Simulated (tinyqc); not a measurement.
Worked calculation: UHF in the sto-3g basis, for HF, spin multiplicity 1. This run ends on a higher stationary point, not on the lowest solution. One step of it, computed by the program tinyqc.

Question. Iteration 3: building the Fock matrix. J_ij = sum D_kl (ij|kl) with D = D(alpha) + D(beta), K_ij = sum D_kl (ik|jl) for each spin; F = H + J - K(s); E = tr D H + tr D J / 2 - 0.5 sum_s tr D(s) K(s) + E_nn.

D(alpha) after iteration 2, lower triangle:
```
            1F 1s      1F 2s     1F 2px     1F 2py    1F 2pz     2H 1s
1F 1s    1.060048
1F 2s   -0.252778   1.065467
1F 2px  -0.001772   0.009455   0.994714
1F 2py   0.009528  -0.050836   0.028423   0.847175
1F 2pz   0.012341  -0.063330   0.046755  -0.251392  0.604902
2H 1s    0.006647  -0.054318  -0.054832   0.294821  0.346529  0.470877
```

D(beta) after iteration 2, lower triangle:
```
            1F 1s      1F 2s     1F 2px     1F 2py    1F 2pz     2H 1s
1F 1s    1.060048
1F 2s   -0.252778   1.065467
1F 2px   0.001772  -0.009455   0.994714
1F 2py  -0.009528   0.050836   0.028423   0.847175
1F 2pz   0.012341  -0.063330  -0.046755   0.251392  0.604902
2H 1s    0.006647  -0.054318   0.054832  -0.294821  0.346529  0.470877
```

core Hamiltonian H = T + V (hartree), lower triangle:
```
             1F 1s       1F 2s     1F 2px     1F 2py     1F 2pz      2H 1s
1F 1s   -40.360775
1F 2s    -9.469577  -10.838968
1F 2px    0.000000    0.000000  -8.527806
1F 2py    0.000000    0.000000   0.000000  -8.527806
1F 2pz   -0.005098   -0.063770   0.000000   0.000000  -8.554040
2H 1s    -0.433902   -1.132485   0.000000   0.000000  -0.862993  -3.479751
```

Two-electron integrals (ij|kl) in chemists' order, unique and non-zero (hartree):
```
(11|11) 5.403501   (21|11) 0.841920   (21|21) 0.156299   (22|11) 1.268028
(22|21) 0.292344   (22|22) 0.926167   (31|31) 0.027998   (32|31) 0.043169
(32|32) 0.204588   (33|11) 1.264502   (33|21) 0.292403   (33|22) 0.925959
(33|33) 0.997514   (41|41) 0.027998   (42|41) 0.043169   (42|42) 0.204588
(43|43) 0.053770   (44|11) 1.264502   (44|21) 0.292403   (44|22) 0.925959
(44|33) 0.889973   (44|44) 0.997514   (51|51) 0.027998   (52|51) 0.043169
(52|52) 0.204588   (53|53) 0.053770   (54|54) 0.053770   (55|11) 1.264502
(55|21) 0.292403   (55|22) 0.925959   (55|33) 0.889973   (55|44) 0.889973
(55|55) 0.997514   (61|11) 0.038715   (61|21) 0.007131   (61|22) 0.013269
(61|33) 0.013254   (61|44) 0.013254   (61|51) 0.000264   (61|52) 0.000501
(61|55) 0.013302   (61|61) 0.000328   (62|11) 0.115132   (62|21) 0.026974
(62|22) 0.097686   (62|33) 0.096293   (62|44) 0.096293   (62|51) 0.001773
(62|52) 0.015026   (62|55) 0.100375   (62|61) 0.001247   (62|62) 0.013695
(63|31) 0.002613   (63|32) 0.016346   (63|53) 0.003042   (63|63) 0.001909
(64|41) 0.002613   (64|42) 0.016346   (64|54) 0.003042   (64|64) 0.001909
(65|11) 0.086528   (65|21) 0.020512   (65|22) 0.079756   (65|33) 0.076676
(65|44) 0.076676   (65|51) 0.003706   (65|52) 0.027213   (65|55) 0.085828
(65|61) 0.000978   (65|62) 0.013810   (65|65) 0.015753   (66|11) 0.334763
(66|21) 0.079650   (66|22) 0.333327   (66|33) 0.325659   (66|44) 0.325659
(66|51) 0.004969   (66|52) 0.060739   (66|55) 0.348541   (66|61) 0.003683
(66|62) 0.065601   (66|65) 0.078345   (66|66) 0.774606
```

nuclear repulsion = 3.02195108 hartree

Give: Coulomb J; exchange K(alpha); exchange K(beta); F(alpha); F(beta); total energy of this density.

Answer.

Coulomb J (hartree), lower triangle:
```
          1F 1s   1F 2s  1F 2px  1F 2py  1F 2pz   2H 1s
1F 1s   19.9059
1F 2s    3.7786  9.3012
1F 2px   0.0000  0.0000  9.3199
1F 2py   0.0000  0.0000  0.0061  9.2881
1F 2pz  -0.0001  0.0420  0.0000  0.0000  9.2694
2H 1s    0.1725  0.9754  0.0000  0.0000  0.8049  3.7696
```

exchange K(alpha) (hartree), lower triangle:
```
          1F 1s    1F 2s   1F 2px   1F 2py  1F 2pz   2H 1s
1F 1s    5.5374
1F 2s    0.9495   1.5119
1F 2px   0.0000   0.0039   1.2974
1F 2py  -0.0001  -0.0211   0.0268   1.1582
1F 2pz   0.0005  -0.0217   0.0398  -0.2137  0.9923
2H 1s    0.0472   0.1807  -0.0132   0.0710  0.2245  0.4376
```

exchange K(beta) (hartree), lower triangle:
```
         1F 1s    1F 2s   1F 2px   1F 2py  1F 2pz   2H 1s
1F 1s   5.5374
1F 2s   0.9495   1.5119
1F 2px  0.0000  -0.0039   1.2974
1F 2py  0.0001   0.0211   0.0268   1.1582
1F 2pz  0.0005  -0.0217  -0.0398   0.2137  0.9923
2H 1s   0.0472   0.1807   0.0132  -0.0710  0.2245  0.4376
```

F(alpha) (hartree), lower triangle:
```
           1F 1s    1F 2s   1F 2px   1F 2py   1F 2pz    2H 1s
1F 1s   -25.9923
1F 2s    -6.6406  -3.0496
1F 2px    0.0000  -0.0039  -0.5054
1F 2py    0.0001   0.0211  -0.0207  -0.3978
1F 2pz   -0.0057  -0.0001  -0.0398   0.2137  -0.2769
2H 1s    -0.3086  -0.3378   0.0132  -0.0710  -0.2826  -0.1477
```

F(beta) (hartree), lower triangle:
```
           1F 1s    1F 2s   1F 2px   1F 2py   1F 2pz    2H 1s
1F 1s   -25.9923
1F 2s    -6.6406  -3.0496
1F 2px    0.0000   0.0039  -0.5054
1F 2py   -0.0001  -0.0211  -0.0207  -0.3978
1F 2pz   -0.0057  -0.0001   0.0398  -0.2137  -0.2769
2H 1s    -0.3086  -0.3378  -0.0132   0.0710  -0.2826  -0.1477
```

total energy of this density = -98.359921 hartree
